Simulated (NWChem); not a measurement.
System: CH5N cation, doublet; SMILES of the neutral closed-shell parent CN

NWChem input:

```
start job
memory heap 200 mb stack 900 mb global 1100 mb
charge 1
geometry units angstroms noautoz
  C      0.022104     0.701182    -0.000330
  N      0.000444    -0.701264    -0.000058
  H     -0.584848     1.094138    -0.865562
  H      1.046223     1.111861    -0.003216
  H     -0.578552     1.093973     0.869662
  H     -0.891348    -1.227846     0.000138
  H      0.866456    -1.268495     0.000205
end
basis spherical
  * library def2-svp
end
dft
  odft
  mult 2
  xc m06
  iterations 150
  mulliken
end
task dft energy
```

NWChem printed, in part:

```
             Northwest Computational Chemistry Package (NWChem) 7.3.0
             --------------------------------------------------------

 C1  symmetry detected

                             Geometry "geometry" -> ""
                             -------------------------

 Output coordinates in angstroms (scale by  1.889725989 to convert to a.u.)

  No.       Tag          Charge          X              Y              Z
 ---- ---------------- ---------- -------------- -------------- --------------
    1 C                    6.0000     0.01949976     0.69561146    -0.00018783
    2 N                    7.0000     0.00380065    -0.70691395    -0.00006880
    3 H                    1.0000    -0.58897538     1.08607701    -0.86547750
    4 H                    1.0000     1.04186448     1.11063980    -0.00286209
    5 H                    1.0000    -0.58296258     1.08575270     0.86974748
    6 H                    1.0000    -0.88574522    -1.23728153    -0.00007518
    7 H                    1.0000     0.87221564    -1.27045910     0.00027583

 Effective nuclear repulsion energy (a.u.)      42.1783046710

                                 NWChem DFT Module
                                 -----------------

 Summary of "ao basis" -> "ao basis" (spherical)
 ------------------------------------------------------------------------------
       Tag                 Description            Shells   Functions and Types
 ---------------- ------------------------------  ------  ---------------------
 C                          def2-svp                 6       14   3s2p1d
 N                          def2-svp                 6       14   3s2p1d
 H                          def2-svp                 3        5   2s1p

            General Information
            -------------------
          SCF calculation type: DFT
          Wavefunction type:  spin polarized.
          No. of atoms     :     7
          No. of electrons :    17
           Alpha electrons :     9
            Beta electrons :     8
          Charge           :     1
          Spin multiplicity:     2
          Use of symmetry is: off; symmetry adaption is: off
          Maximum number of iterations: 150
          AO basis - number of functions:    53
                     number of shells:    27
          Convergence on energy requested:  1.00D-06
          Convergence on density requested:  1.00D-05
          Convergence on gradient requested:  5.00D-04

              XC Information
              --------------
                          M06 Method XC Functional
                     Hartree-Fock (Exact) Exchange  0.270
                           M06 Exchange Functional  1.000
                         M06 Correlation Potential  1.000

             Grid Information
             ----------------
          Grid used for XC integration:  medium
          Radial quadrature: Mura-Knowles
          Angular quadrature: Lebedev.
          Tag              B.-S. Rad. Rad. Pts. Rad. Cut. Ang. Pts.
          ---              ---------- --------- --------- ---------
          C                   0.70       49           8.0       434
          N                   0.65       49           7.0       434
          H                   0.35       45           9.0       434
          Grid pruning is: on
          Number of quadrature shells:   323
          Spatial weights used:  Erf1

      Superposition of Atomic Density Guess
      -------------------------------------

 Sum of atomic energies:         -94.36538716

 Renormalizing density from      18.00 to     17

      Non-variational initial energy
      ------------------------------

 Total energy =     -91.653225
 1-e energy   =    -197.756300
 2-e energy   =      63.924771
 HOMO         =      -0.679327
 LUMO         =      -0.206258

     ---------------------------------------------
      Total Density - Mulliken Population Analysis
     ---------------------------------------------

    Atom       Charge   Shell Charges
 -----------   ------   -------------------------------------------------------
    1 C    6     6.32   1.99  1.07  0.17  2.25  0.80  0.04
    2 N    7     7.40   1.99  1.13  0.37  2.69  1.20  0.02
    3 H    1     0.66   0.53  0.10  0.02
    4 H    1     0.74   0.61  0.11  0.02
    5 H    1     0.66   0.53  0.10  0.02
    6 H    1     0.60   0.51  0.06  0.04
    7 H    1     0.60   0.50  0.06  0.04

     --------------------------------------------
      Spin Density - Mulliken Population Analysis
     --------------------------------------------

    Atom       Charge   Shell Charges
 -----------   ------   -------------------------------------------------------
    1 C    6     0.20   0.00  0.00 -0.00  0.14  0.05  0.01
    2 N    7     0.60   0.00  0.00  0.00  0.41  0.18  0.00
    3 H    1     0.10   0.08  0.01  0.00
    4 H    1     0.00   0.00  0.00  0.00
    5 H    1     0.10   0.08  0.01  0.00
    6 H    1     0.00   0.00  0.00  0.00
    7 H    1     0.00   0.00  0.00  0.00

   convergence    iter        energy       DeltaE   RMS-Dens  Diis-err
 ---------------- ----- ----------------- --------- --------- ---------
 d= 0,ls=0.0,diis     1    -95.2880320866 -1.37D+02  9.05D-03  2.14D-01
                                                     9.45D-03  2.20D-01
 d= 0,ls=0.0,diis     2    -95.2714243337  1.66D-02  5.46D-03  2.65D-01
                                                     5.00D-03  2.03D-01
 d= 0,ls=0.0,diis     3    -95.3802791147 -1.09D-01  6.41D-04  3.20D-03
                                                     1.19D-03  5.12D-03
 d= 0,ls=0.0,diis     4    -95.3818730506 -1.59D-03  4.48D-04  2.09D-03
                                                     3.60D-04  1.37D-03
 d= 0,ls=0.0,diis     5    -95.3826857080 -8.13D-04  1.42D-04  4.49D-05
                                                     1.29D-04  1.46D-05
  Resetting Diis
 d= 0,ls=0.0,diis     6    -95.3827210270 -3.53D-05  3.79D-05  3.17D-06
                                                     3.08D-05  6.34D-07
 d= 0,ls=0.0,diis     7    -95.3827231475 -2.12D-06  5.75D-06  7.00D-08
                                                     3.93D-06  3.68D-08
 d= 0,ls=0.0,diis     8    -95.3827231793 -3.19D-08  1.68D-06  1.74D-08
                                                     2.70D-06  3.30D-08

         Total DFT energy =      -95.382723179310
      One electron energy =     -206.144039543999
           Coulomb energy =       82.341587807869
    Exchange-Corr. energy =      -13.758576114196
 Nuclear repulsion energy =       42.178304671016

 Numeric. integr. density =       16.999999372858

                    DFT Final Alpha Molecular Orbital Analysis
                    ------------------------------------------

 Vector    7  Occ=1.000000D+00  E=-7.334289D-01
              MO Center= -9.7D-02,  4.7D-02,  3.3D-04, r^2= 1.4D+00
   Bfn.  Coefficient  Atom+Function         Bfn.  Coefficient  Atom+Function
  ----- ------------  ---------------      ----- ------------  ---------------
    20      0.455309  2 N  pz                 6     -0.346784  1 C  pz
    23     -0.282368  2 N  pz                29      0.196446  3 H  s
    39     -0.196894  5 H  s                  9     -0.127759  1 C  pz
    30      0.035618  3 H  s                 40     -0.035706  5 H  s

 Vector    8  Occ=1.000000D+00  E=-6.602344D-01
              MO Center=  2.5D-01,  6.8D-01, -2.0D-03, r^2= 1.5D+00
   Bfn.  Coefficient  Atom+Function         Bfn.  Coefficient  Atom+Function
  ----- ------------  ---------------      ----- ------------  ---------------
     4      0.446426  1 C  px                34      0.365942  4 H  s
    29     -0.184427  3 H  s                 39     -0.182280  5 H  s
     7      0.178437  1 C  px                18      0.166146  2 N  px
    44      0.158503  6 H  s                 49     -0.147291  7 H  s
    35      0.089263  4 H  s                 45      0.056336  6 H  s

 Vector    9  Occ=1.000000D+00  E=-5.840378D-01
              MO Center= -1.7D-01,  1.5D-01,  1.4D-03, r^2= 1.7D+00
   Bfn.  Coefficient  Atom+Function         Bfn.  Coefficient  Atom+Function
  ----- ------------  ---------------      ----- ------------  ---------------
    20      0.498822  2 N  pz                23     -0.363738  2 N  pz
     6      0.316674  1 C  pz                29     -0.284497  3 H  s
    39      0.285712  5 H  s                  9      0.160878  1 C  pz
    30     -0.094746  3 H  s                 40      0.095172  5 H  s

 Vector   10  Occ=0.000000D+00  E=-1.980243D-01
              MO Center=  1.6D-03, -1.2D+00,  2.4D-05, r^2= 3.6D+00
   Bfn.  Coefficient  Atom+Function         Bfn.  Coefficient  Atom+Function
  ----- ------------  ---------------      ----- ------------  ---------------
    17      1.330486  2 N  s                 45     -0.912787  6 H  s
    50     -0.909426  7 H  s                  3      0.425534  1 C  s
     8      0.303410  1 C  py                22     -0.284937  2 N  py
    35     -0.282577  4 H  s                 16      0.278065  2 N  s
    30     -0.199616  3 H  s                 40     -0.198755  5 H  s

 Vector   11  Occ=0.000000D+00  E=-1.574604D-01
              MO Center=  3.3D-02, -7.4D-01, -1.3D-03, r^2= 4.5D+00
   Bfn.  Coefficient  Atom+Function         Bfn.  Coefficient  Atom+Function
  ----- ------------  ---------------      ----- ------------  ---------------
    50     -1.018980  7 H  s                 45      1.012011  6 H  s
    21      0.571565  2 N  px                35     -0.572285  4 H  s
     7      0.510151  1 C  px                30      0.501302  3 H  s
    40      0.497385  5 H  s                 18     -0.323550  2 N  px
     3     -0.311542  1 C  s                 49     -0.198233  7 H  s

 Vector   12  Occ=0.000000D+00  E=-1.243045D-01
              MO Center= -1.4D-01,  1.1D+00,  5.0D-03, r^2= 4.7D+00
   Bfn.  Coefficient  Atom+Function         Bfn.  Coefficient  Atom+Function
  ----- ------------  ---------------      ----- ------------  ---------------
     3      2.514799  1 C  s                 40     -1.165391  5 H  s
    30     -1.158269  3 H  s                 35     -1.152503  4 H  s
    17     -0.614302  2 N  s                 45      0.464112  6 H  s
     8      0.373180  1 C  py                 2      0.326209  1 C  s
     1     -0.158446  1 C  s                 21      0.120278  2 N  px

                     DFT Final Beta Molecular Orbital Analysis
                     -----------------------------------------

 Vector    6  Occ=1.000000D+00  E=-7.540794D-01
              MO Center=  2.8D-03,  3.0D-01,  8.5D-05, r^2= 1.6D+00
   Bfn.  Coefficient  Atom+Function         Bfn.  Coefficient  Atom+Function
  ----- ------------  ---------------      ----- ------------  ---------------
    19      0.404124  2 N  py                 5      0.397816  1 C  py
    22     -0.181298  2 N  py                34      0.162346  4 H  s
    29      0.160262  3 H  s                 39      0.160260  5 H  s
    49      0.140391  7 H  s                  3      0.127290  1 C  s
     2      0.125200  1 C  s                 44      0.123224  6 H  s

 Vector    7  Occ=1.000000D+00  E=-6.789168D-01
              MO Center= -1.7D-01,  5.3D-01,  1.5D-03, r^2= 1.4D+00
   Bfn.  Coefficient  Atom+Function         Bfn.  Coefficient  Atom+Function
  ----- ------------  ---------------      ----- ------------  ---------------
     6      0.439996  1 C  pz                29     -0.255290  3 H  s
    39      0.256380  5 H  s                 20     -0.240591  2 N  pz
     9      0.196249  1 C  pz                23      0.174185  2 N  pz
    30     -0.054497  3 H  s                 40      0.054710  5 H  s

 Vector    8  Occ=1.000000D+00  E=-6.538848D-01
              MO Center=  2.2D-01,  6.4D-01, -2.1D-03, r^2= 1.6D+00
   Bfn.  Coefficient  Atom+Function         Bfn.  Coefficient  Atom+Function
  ----- ------------  ---------------      ----- ------------  ---------------
     4      0.445375  1 C  px                34      0.358124  4 H  s
     7      0.181798  1 C  px                29     -0.181001  3 H  s
    39     -0.178661  5 H  s                 18      0.171538  2 N  px
    44      0.169446  6 H  s                 49     -0.163195  7 H  s
    35      0.091023  4 H  s                 45      0.062765  6 H  s

 Vector    9  Occ=0.000000D+00  E=-4.128508D-01
              MO Center= -9.2D-02, -3.2D-01,  8.7D-04, r^2= 1.6D+00
   Bfn.  Coefficient  Atom+Function         Bfn.  Coefficient  Atom+Function
  ----- ------------  ---------------      ----- ------------  ---------------
    20      0.538106  2 N  pz                23     -0.510250  2 N  pz
    29     -0.218983  3 H  s                 39      0.219904  5 H  s
     6      0.176347  1 C  pz                30     -0.125761  3 H  s
    40      0.126289  5 H  s                  9      0.085855  1 C  pz
    11      0.028493  1 C  d -1              53     -0.027534  7 H  pz

 Vector   10  Occ=0.000000D+00  E=-1.931032D-01
              MO Center=  1.4D-02, -1.2D+00,  9.5D-06, r^2= 3.7D+00
   Bfn.  Coefficient  Atom+Function         Bfn.  Coefficient  Atom+Function
  ----- ------------  ---------------      ----- ------------  ---------------
    17      1.348329  2 N  s                 50     -0.924205  7 H  s
    45     -0.917761  6 H  s                  3      0.465671  1 C  s
    22     -0.311150  2 N  py                35     -0.307444  4 H  s
     8      0.293472  1 C  py                16      0.268281  2 N  s
    30     -0.208031  3 H  s                 40     -0.207168  5 H  s

 Vector   11  Occ=0.000000D+00  E=-1.550954D-01
              MO Center=  4.4D-02, -7.5D-01, -1.4D-03, r^2= 4.4D+00
   Bfn.  Coefficient  Atom+Function         Bfn.  Coefficient  Atom+Function
  ----- ------------  ---------------      ----- ------------  ---------------
    45      1.038045  6 H  s                 50     -1.012599  7 H  s
    35     -0.618414  4 H  s                 21      0.601149  2 N  px
     7      0.497515  1 C  px                30      0.451850  3 H  s
    40      0.447653  5 H  s                 18     -0.331412  2 N  px
    49     -0.198435  7 H  s                  3     -0.192859  1 C  s

     ---------------------------------------------
      Total Density - Mulliken Population Analysis
     ---------------------------------------------

    Atom       Charge   Shell Charges
 -----------   ------   -------------------------------------------------------
    1 C    6     6.04   1.98  0.92  0.21  2.13  0.77  0.03
    2 N    7     7.03   1.99  1.03  0.46  2.40  1.15  0.01
    3 H    1     0.82   0.69  0.10  0.02
    4 H    1     0.84   0.72  0.10  0.02
    5 H    1     0.81   0.69  0.10  0.02
    6 H    1     0.73   0.65  0.04  0.04
    7 H    1     0.73   0.65  0.04  0.04

     --------------------------------------------
      Spin Density - Mulliken Population Analysis
     --------------------------------------------

    Atom       Charge   Shell Charges
 -----------   ------   -------------------------------------------------------
    1 C    6    -0.02  -0.00 -0.01 -0.01  0.01 -0.02  0.01
    2 N    7     0.86   0.00  0.03  0.00  0.57  0.26 -0.00
    3 H    1     0.10   0.08  0.01  0.00
    4 H    1    -0.00  -0.00 -0.00  0.00
    5 H    1     0.10   0.09  0.01  0.00
    6 H    1    -0.02  -0.02 -0.01  0.01
    7 H    1    -0.02  -0.02 -0.01  0.01

     -------------------------------------------
      Total Density - Lowdin Population Analysis
     -------------------------------------------

    Atom       Charge   Shell Charges
 -----------   ------   -------------------------------------------------------
    1 C    6     5.96   1.96  0.58  0.31  1.89  1.13  0.09
    2 N    7     6.68   1.97  0.73  0.40  2.17  1.37  0.04
    3 H    1     0.88   0.59  0.22  0.06
    4 H    1     0.92   0.62  0.23  0.07
    5 H    1     0.88   0.59  0.22  0.06
    6 H    1     0.84   0.56  0.17  0.11
    7 H    1     0.84   0.56  0.17  0.12

[...]
```

Level: M06/def2-SVP, spin-unrestricted. Structure relaxed at the PBE-D3(BJ)/def2-SVP, spin-unrestricted level. This spin state was assumed; another may lie lower. No stability test was run on the SCF state.
